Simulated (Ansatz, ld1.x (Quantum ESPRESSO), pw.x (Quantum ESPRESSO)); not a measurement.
## tantalum (bcc): variants of one TM potential in the solid

tantalum, norm-conserving Troullier–Martins (Kleinman–Bylander form), made with ld1.x (Quantum ESPRESSO) 7.5 (PBE, scalar-relativistic). Core [Xe] 4f14, reference 5d3 6s2 6p0. Waves: 6p (bound, empty): rc 3.95 bohr; 5d (bound): rc 2.45 bohr; 6s (bound): rc 2.10 bohr. Local part: the s channel. Core correction: a·sin(br)/r model core, default radius (core density twice the valence density).

Crystal test: bcc Ta in pw.x 7.5, no spin, 14³ k-points, Fermi–Dirac smearing 0.01 Ry, cutoffs set for each file from its atomic test. The reference is all-electron LAPW (Ansatz 0.2.0) with the same functional, mesh and smearing; V0 and B0 come from Birch–Murnaghan fits to the pressures at five volumes. Errors are pseudo minus all-electron; Δ is the rms difference of the E(V) curves that follow from these fits, minima aligned, over ±6 % about the mean V0. Mesh and smearing are coarse, so the numbers serve the comparison and aren't converged zero-temperature values; the lattice is a test structure that the element need not adopt.

All-electron: a0 = 3.321 Å (V0 = 18.31 Å³/atom), B0 = 193.2 GPa.

Base: The largest radius (3.95 bohr) exceeds half the bond length (2.71 bohr), so the spheres overlap, which is one possible source of error among others. The logarithmic derivative shows an extra or strongly shifted pseudo pole above the reference energy (s near 1.46 Ry).

1 further variants are left out: they gave no file fit for a test, a broken result, the same result as the base, or pressures whose basis-set error rivals the error shown.

A dash in a converged row means that the minimum lies outside the volumes sampled.

```tsv
change	cutoffs (Ry)	pw.x	a0 (Å)	a0 error (%)	B0 error (%)	Δ (meV/atom)	mean pressure error (GPa)
base	60/240	converged	3.328	+0.23	+1.6	5.5	+1.45
wave 6p (bound): rc 3.95 bohr becomes 6p (bound): rc 3.56 bohr	60/240	converged	3.323	+0.07	+1.6	1.8	+0.49
wave 6p (bound): rc 3.95 bohr becomes 6p (bound): rc 4.94 bohr	60/240	converged	3.365	+1.35	+0.2	31.8	+8.69
wave 6p (bound): rc 3.95 bohr becomes 6p (bound): rc 5.60 bohr	60/240	converged	–	–	–	–	+15.81
```

(1) Give the row for: wave 6p (bound): rc 3.95 bohr becomes 6p (bound): rc 2.88 bohr.

Results:

(1) pw.x: converged; mean pressure error (GPa): +1.46; a0 (Å): 3.328; a0 error (%): +0.23; B0 error (%): +2.1; Δ (meV/atom): 5.5.
